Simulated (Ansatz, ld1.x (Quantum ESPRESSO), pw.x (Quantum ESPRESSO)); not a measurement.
## Equation-of-state test of one ultrasoft potential (nitrogen (N))

* Element: N (Z = 7)
* Generator: ld1.x (Quantum ESPRESSO) 7.5
* Type: ultrasoft
* Functional: PBEsol
* Relativity: scalar-relativistic
* Frozen core: [He]
* Valence charge: 5
* Reference configuration: 2s2 2p3
* Partial waves: 2s (bound): rcut 0.85, rcutus 0.90 bohr; 2s channel at 3.4 Ry: rcut 0.85, rcutus 0.90 bohr; 2p (bound): rcut 2.00, rcutus 2.70 bohr; 2p channel at -0.15 Ry: rcut 2.00, rcutus 2.70 bohr; 3d channel at 0.35 Ry: rcut 2.10, rcutus 2.35 bohr; 3d channel at 2.3 Ry: rcut 2.10, rcutus 2.35 bohr
* Local potential: all-electron potential smoothed inside 1.45 bohr (lloc = -1)
* Core correction: none
* Augmentation charge: PSQ, radius 0.80 bohr

Crystal test: fcc N in pw.x 7.5, no spin, 18³ k-points, Fermi–Dirac smearing 0.01 Ry, cutoffs 60/900 Ry. The reference is all-electron LAPW (Ansatz 0.2.0) with the same functional, mesh and smearing; V0 and B0 come from Birch–Murnaghan fits to the pressures at five volumes. Errors are pseudo minus all-electron; Δ is the rms difference of the E(V) curves that follow from these fits, minima aligned, over ±6 % about the mean V0. Mesh and smearing are coarse, so the numbers serve the comparison and aren't converged zero-temperature values; the lattice is a test structure that the element need not adopt. Spin polarisation is left out.

All-electron: a0 = 3.070 Å (V0 = 7.23 Å³/atom), B0 = 205.4 GPa.

How far does the potential miss the all-electron equation of state?

mean pressure error (GPa): +66.30. The pressure does not cross zero within the volumes sampled, so no fit is given. The largest radius (2.70 bohr) exceeds half the bond length (2.05 bohr), so the spheres overlap, which is one possible source of error among others. This is a poor potential for the solid.

| V (Å³/atom) | P all-electron (GPa) | P pseudo (GPa) |
| --- | --- | --- |
| 6.854 | 12.37 | 109.17 |
| 7.035 | 6.08 | 87.17 |
| 7.215 | 0.53 | 66.68 |
| 7.395 | -4.34 | 47.18 |
| 7.576 | -8.63 | 27.34 |

At the middle volume, how do free energy and pressure move when the wave cutoff is lowered (ecutrho held at 900 Ry)?

| cutoff (Ry) | shift of F (meV/atom) | shift of P (GPa) |
| --- | --- | --- |
| 27 | +293.2 | -12.35 |
| 36 | +65.9 | -6.21 |
| 48 | +5.2 | -0.88 |

The run at the middle volume (195 k-points, 16 iterations) took about 20 s on one core of a shared host (Neoverse-V2, 32 threads, 247 GiB, load 14).
